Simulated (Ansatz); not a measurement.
Reaction (SMILES): N(B(C)C)C -> CB(C)[NH] + [CH3] (CH3) (the C-N bond breaks)

Wanted: bond dissociation energy (electronic), in kcal/mol. Terms: non-relativistic; six Cartesian d functions in 6-31G* and its kin unless marked 5d; open shells spin-unrestricted; frozen cores in correlated levels; dispersion terms only where a functional's name holds one; spin-orbit terms left out. Basis-set limits of correlation are two-point, X^-3; Hartree-Fock from the larger set. First-principles rows: single points at B3LYP-D3(BJ) geometries (Ansatz, a quantum-chemistry and plane-wave program).

```json
[
 {"species": "CNB(C)C", "coefficient": "-1", "E at B3LYP/6-31G* (Ansatz), Eh": "-200.00211", "E at B3LYP/def2-TZVPD (Ansatz), Eh": "-200.08861"},
 {"species": "CB(C)[NH]", "coefficient": "+1", "E at B3LYP/6-31G* (Ansatz), Eh": "-160.00899", "E at B3LYP/def2-TZVPD (Ansatz), Eh": "-160.08148"},
 {"species": "[CH3] (CH3)", "coefficient": "+1", "E at B3LYP/6-31G* (Ansatz), Eh": "-39.83826", "E at B3LYP/def2-TZVPD (Ansatz), Eh": "-39.85893"}
]
```

Coupled cluster (Ansatz) is a level with limits of its own, used here on species with T1 under 0.025 (0.045 for open shells) and stable references: CCSD(T)/CBS(cc-pVTZ,cc-pVQZ). Value to compare with, CCSD(T)/CBS(cc-pVTZ,cc-pVQZ) (Ansatz): 102.4 kcal/mol. 1 Eh = 627.5095 kcal/mol.

Question: Work the quantity out at each level, and compare with CCSD(T)/CBS(cc-pVTZ,cc-pVQZ) (Ansatz).

Answer: 
- B3LYP/6-31G*: the sum of coefficient times E is 0.15486 Eh, or 97.18 kcal/mol. Result: 97.2 kcal/mol. Its difference against CCSD(T)/CBS(cc-pVTZ,cc-pVQZ) (Ansatz) is -5.2 kcal/mol.
- B3LYP/def2-TZVPD: the sum of coefficient times E is 0.14820 Eh, or 93.00 kcal/mol. Result: 93.0 kcal/mol. Its difference against CCSD(T)/CBS(cc-pVTZ,cc-pVQZ) (Ansatz) is -9.4 kcal/mol.
